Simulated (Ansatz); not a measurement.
Ansatz (a first-principles code) input (B3LYP-D3(BJ)/def2-TZVP):

Ansatz 0.2 input:
```yaml
crystal:
  periodic: [false, false, false]
  atoms:
    - {symbol: O, position_ang: [0.48055385, 1.23179566, 0.07123776]}
    - {symbol: C, position_ang: [0.08562762, 0.07027235, -0.02389028]}
    - {symbol: N, position_ang: [1.00626554, -0.92842649, 0.11309204]}
    - {symbol: C, position_ang: [-1.36042777, -0.31419675, -0.10205132]}
    - {symbol: H, position_ang: [-1.96283413, 0.55313497, -0.36202520]}
    - {symbol: H, position_ang: [-1.50169577, -1.10859351, -0.83655991]}
    - {symbol: H, position_ang: [-1.68137161, -0.70252237, 0.86657569]}
    - {symbol: H, position_ang: [1.90641279, -0.63385265, -0.27388722]}
basis:
  gaussian:
    orbitals: def2-TZVP
hamiltonian:
  xc: b3lyp
  dispersion: d3bj
magnetization: {spin_polarized: true, initial_magnetization: 1}
phonons: {temperatures: {t_min: 298.15, t_max: 298.15, t_step: 100}}
```

Output:

```
Functional definition: B3LYP
integrals: 0.05 GiB planned
842 factors; their error is unknown
mean field: 0.67 GiB planned
mean field evaluation 1: about -5669.8450 eV, gradient 4.2e1 eV
mean field evaluation 2: about -5666.8007 eV, gradient 5.0e1 eV
mean field evaluation 4: about -5676.8759 eV, gradient 3.5e0 eV
mean field evaluation 8: about -5676.9297 eV, gradient 1.6e-1 eV
mean field evaluation 16: about -5676.9263 eV, gradient 2.9e-3 eV
mean field evaluation 32: about -5676.8583 eV, gradient 3.9e0 eV
mean field -5676.92626997 eV, -208.6231924624 hartree, gradient 2.3e-5 eV, S^2 0.765534; 2 other end points of the search recorded, 0 dependent functions left out
the calculation of the forces begins
reference -5676.92648227 eV, -208.6232002644 hartree; 16, 15 occupied and 132, 133 virtual orbitals, 842 factors
these checks for a lower state are left out or cut short: stability, starts, cluster_reference, orbital_swaps, neighbouring_geometries, increment
integrals: 0.05 GiB planned
842 factors; their error is unknown
mean field: 0.67 GiB planned
mean field -5676.92624706 eV, -208.6231916206 hartree, gradient 2.2e-6 eV, S^2 0.765593; 0 other end points of the search recorded, 0 dependent functions left out
the calculation of the forces begins
reference -5676.92645935 eV, -208.6231994223 hartree; 16, 15 occupied and 132, 133 virtual orbitals, 842 factors
these checks for a lower state are left out or cut short: stability, starts, cluster_reference, orbital_swaps, neighbouring_geometries, increment
integrals: 0.05 GiB planned
842 factors; their error is unknown
mean field: 0.67 GiB planned
mean field -5676.92620793 eV, -208.6231901825 hartree, gradient 2.0e-6 eV, S^2 0.765474; 0 other end points of the search recorded, 0 dependent functions left out
the calculation of the forces begins
reference -5676.92642023 eV, -208.6231979847 hartree; 16, 15 occupied and 132, 133 virtual orbitals, 842 factors
these checks for a lower state are left out or cut short: stability, starts, cluster_reference, orbital_swaps, neighbouring_geometries, increment
integrals: 0.05 GiB planned
842 factors; their error is unknown
mean field: 0.67 GiB planned
mean field -5676.92610837 eV, -208.6231865238 hartree, gradient 2.2e-6 eV, S^2 0.765745; 0 other end points of the search recorded, 0 dependent functions left out
the calculation of the forces begins
reference -5676.92632069 eV, -208.6231943266 hartree; 16, 15 occupied and 132, 133 virtual orbitals, 842 factors
these checks for a lower state are left out or cut short: stability, starts, cluster_reference, orbital_swaps, neighbouring_geometries, increment
integrals: 0.05 GiB planned
842 factors; their error is unknown
mean field: 0.67 GiB planned
mean field -5676.92605471 eV, -208.6231845518 hartree, gradient 2.0e-6 eV, S^2 0.765325; 0 other end points of the search recorded, 0 dependent functions left out
the calculation of the forces begins
reference -5676.92626699 eV, -208.6231923529 hartree; 16, 15 occupied and 132, 133 virtual orbitals, 842 factors
these checks for a lower state are left out or cut short: stability, starts, cluster_reference, orbital_swaps, neighbouring_geometries, increment
integrals: 0.05 GiB planned
842 factors; their error is unknown
mean field: 0.67 GiB planned
mean field evaluation 64: about -5676.9303 eV, gradient 3.8e-4 eV
mean field -5676.92626354 eV, -208.6231922263 hartree, gradient 2.1e-6 eV, S^2 0.765530; 0 other end points of the search recorded, 0 dependent functions left out
the calculation of the forces begins
reference -5676.92647584 eV, -208.6232000280 hartree; 16, 15 occupied and 132, 133 virtual orbitals, 842 factors
these checks for a lower state are left out or cut short: stability, starts, cluster_reference, orbital_swaps, neighbouring_geometries, increment
[...]
reference -5676.92643164 eV, -208.6231984037 hartree; 16, 15 occupied and 132, 133 virtual orbitals, 842 factors
these checks for a lower state are left out or cut short: stability, starts, cluster_reference, orbital_swaps, neighbouring_geometries, increment
integrals: 0.05 GiB planned
842 factors; their error is unknown
mean field: 0.67 GiB planned
mean field -5676.92620806 eV, -208.6231901876 hartree, gradient 2.1e-6 eV, S^2 0.765534; 0 other end points of the search recorded, 0 dependent functions left out
the calculation of the forces begins
reference -5676.92642033 eV, -208.6231979882 hartree; 16, 15 occupied and 132, 133 virtual orbitals, 842 factors
these checks for a lower state are left out or cut short: stability, starts, cluster_reference, orbital_swaps, neighbouring_geometries, increment
integrals: 0.05 GiB planned
842 factors; their error is unknown
mean field: 0.67 GiB planned
mean field evaluation 288: about -5676.9262 eV, gradient 4.9e-3 eV
mean field -5676.92622422 eV, -208.6231907812 hartree, gradient 2.1e-6 eV, S^2 0.765533; 0 other end points of the search recorded, 0 dependent functions left out
the calculation of the forces begins
reference -5676.92643655 eV, -208.6231985844 hartree; 16, 15 occupied and 132, 133 virtual orbitals, 842 factors
these checks for a lower state are left out or cut short: stability, starts, cluster_reference, orbital_swaps, neighbouring_geometries, increment
integrals: 0.05 GiB planned
842 factors; their error is unknown
mean field: 0.67 GiB planned
mean field -5676.92622676 eV, -208.6231908746 hartree, gradient 2.1e-6 eV, S^2 0.765527; 0 other end points of the search recorded, 0 dependent functions left out
the calculation of the forces begins
reference -5676.92643904 eV, -208.6231986758 hartree; 16, 15 occupied and 132, 133 virtual orbitals, 842 factors
these checks for a lower state are left out or cut short: stability, starts, cluster_reference, orbital_swaps, neighbouring_geometries, increment
integrals: 0.05 GiB planned
842 factors; their error is unknown
mean field: 0.67 GiB planned
mean field -5676.92626973 eV, -208.6231924539 hartree, gradient 2.1e-6 eV, S^2 0.765540; 0 other end points of the search recorded, 0 dependent functions left out
the calculation of the forces begins
reference -5676.92648206 eV, -208.6232002566 hartree; 16, 15 occupied and 132, 133 virtual orbitals, 842 factors
these checks for a lower state are left out or cut short: stability, starts, cluster_reference, orbital_swaps, neighbouring_geometries, increment
integrals: 0.05 GiB planned
842 factors; their error is unknown
mean field: 0.67 GiB planned
mean field -5676.92623980 eV, -208.6231913540 hartree, gradient 2.1e-6 eV, S^2 0.765535; 0 other end points of the search recorded, 0 dependent functions left out
the calculation of the forces begins
reference -5676.92645208 eV, -208.6231991551 hartree; 16, 15 occupied and 132, 133 virtual orbitals, 842 factors
these checks for a lower state are left out or cut short: stability, starts, cluster_reference, orbital_swaps, neighbouring_geometries, increment
integrals: 0.05 GiB planned
842 factors; their error is unknown
mean field: 0.67 GiB planned
mean field -5676.92625181 eV, -208.6231917953 hartree, gradient 2.1e-6 eV, S^2 0.765532; 0 other end points of the search recorded, 0 dependent functions left out
the calculation of the forces begins
reference -5676.92646414 eV, -208.6231995980 hartree; 16, 15 occupied and 132, 133 virtual orbitals, 842 factors
these checks for a lower state are left out or cut short: stability, starts, cluster_reference, orbital_swaps, neighbouring_geometries, increment
integrals: 0.05 GiB planned
842 factors; their error is unknown
mean field: 0.67 GiB planned
mean field evaluation 320: about -5676.9302 eV, gradient 3.1e-4 eV
mean field -5676.92619469 eV, -208.6231896960 hartree, gradient 2.1e-6 eV, S^2 0.765535; 0 other end points of the search recorded, 0 dependent functions left out
the calculation of the forces begins
reference -5676.92640702 eV, -208.6231974991 hartree; 16, 15 occupied and 132, 133 virtual orbitals, 842 factors
these checks for a lower state are left out or cut short: stability, starts, cluster_reference, orbital_swaps, neighbouring_geometries, increment
integrals: 0.05 GiB planned
842 factors; their error is unknown
mean field: 0.67 GiB planned
mean field -5676.92617811 eV, -208.6231890867 hartree, gradient 2.1e-6 eV, S^2 0.765532; 0 other end points of the search recorded, 0 dependent functions left out
the calculation of the forces begins
reference -5676.92639038 eV, -208.6231968876 hartree; 16, 15 occupied and 132, 133 virtual orbitals, 842 factors
these checks for a lower state are left out or cut short: stability, starts, cluster_reference, orbital_swaps, neighbouring_geometries, increment
integrals: 0.05 GiB planned
842 factors; their error is unknown
mean field: 0.67 GiB planned
mean field -5676.92618723 eV, -208.6231894220 hartree, gradient 2.1e-6 eV, S^2 0.765543; 0 other end points of the search recorded, 0 dependent functions left out
the calculation of the forces begins
reference -5676.92639954 eV, -208.6231972241 hartree; 16, 15 occupied and 132, 133 virtual orbitals, 842 factors
these checks for a lower state are left out or cut short: stability, starts, cluster_reference, orbital_swaps, neighbouring_geometries, increment
integrals: 0.05 GiB planned
842 factors; their error is unknown
mean field: 0.67 GiB planned
mean field -5676.92614463 eV, -208.6231878565 hartree, gradient 2.1e-6 eV, S^2 0.765524; 0 other end points of the search recorded, 0 dependent functions left out
the calculation of the forces begins
reference -5676.92635693 eV, -208.6231956584 hartree; 16, 15 occupied and 132, 133 virtual orbitals, 842 factors
these checks for a lower state are left out or cut short: stability, starts, cluster_reference, orbital_swaps, neighbouring_geometries, increment
integrals: 0.05 GiB planned
842 factors; their error is unknown
mean field: 0.67 GiB planned
mean field evaluation 352: about -5676.9262 eV, gradient 1.8e-6 eV
mean field -5676.92624813 eV, -208.6231916600 hartree, gradient 2.1e-6 eV, S^2 0.765567; 0 other end points of the search recorded, 0 dependent functions left out
the calculation of the forces begins
reference -5676.92646041 eV, -208.6231994610 hartree; 16, 15 occupied and 132, 133 virtual orbitals, 842 factors
these checks for a lower state are left out or cut short: stability, starts, cluster_reference, orbital_swaps, neighbouring_geometries, increment
integrals: 0.05 GiB planned
842 factors; their error is unknown
mean field: 0.67 GiB planned
mean field -5676.92625732 eV, -208.6231919976 hartree, gradient 2.1e-6 eV, S^2 0.765500; 0 other end points of the search recorded, 0 dependent functions left out
the calculation of the forces begins
reference -5676.92646964 eV, -208.6231998005 hartree; 16, 15 occupied and 132, 133 virtual orbitals, 842 factors
these checks for a lower state are left out or cut short: stability, starts, cluster_reference, orbital_swaps, neighbouring_geometries, increment
integrals: 0.05 GiB planned
842 factors; their error is unknown
mean field: 0.67 GiB planned
mean field -5676.92624737 eV, -208.6231916320 hartree, gradient 2.1e-6 eV, S^2 0.765562; 0 other end points of the search recorded, 0 dependent functions left out
the calculation of the forces begins
reference -5676.92645968 eV, -208.6231994344 hartree; 16, 15 occupied and 132, 133 virtual orbitals, 842 factors
these checks for a lower state are left out or cut short: stability, starts, cluster_reference, orbital_swaps, neighbouring_geometries, increment
integrals: 0.05 GiB planned
842 factors; their error is unknown
mean field: 0.67 GiB planned
mean field -5676.92625093 eV, -208.6231917630 hartree, gradient 2.0e-6 eV, S^2 0.765505; 0 other end points of the search recorded, 0 dependent functions left out
the calculation of the forces begins
reference -5676.92646322 eV, -208.6231995645 hartree; 16, 15 occupied and 132, 133 virtual orbitals, 842 factors
Total energy: -5677.13502753 eV, -208.6308641616 hartree
Atom 0 at     0.480554     1.231796     0.071238 Å, force    -0.000105    -0.000196     0.000046 eV/Å
Atom 1 at     0.085628     0.070272    -0.023890 Å, force    -0.000381     0.001283    -0.000090 eV/Å
Atom 2 at     1.006266    -0.928426     0.113092 Å, force     0.000543    -0.001458     0.000387 eV/Å
Atom 3 at    -1.360428    -0.314197    -0.102051 Å, force     0.000398    -0.000065    -0.000185 eV/Å
Atom 4 at    -1.962834     0.553135    -0.362025 Å, force    -0.000116     0.000011    -0.000038 eV/Å
Atom 5 at    -1.501696    -1.108594    -0.836560 Å, force    -0.000040    -0.000078    -0.000047 eV/Å
Atom 6 at    -1.681372    -0.702522     0.866576 Å, force    -0.000085     0.000084     0.000162 eV/Å
Atom 7 at     1.906413    -0.633853    -0.273887 Å, force    -0.000215     0.000420    -0.000235 eV/Å
Dipole moment:    -0.199189    -0.257960    -0.214269 e Å
Vibrations: 61.46 388.41 436.27 518.72 576.99 832.54 935.90 1028.20 1112.56 1305.29 1398.37 1462.99 1472.16 1582.95 3047.94 3107.10 3147.40 3437.60 cm⁻¹, zero-point energy 1.602672 eV
```

It need not be the lowest isomer of its formula.
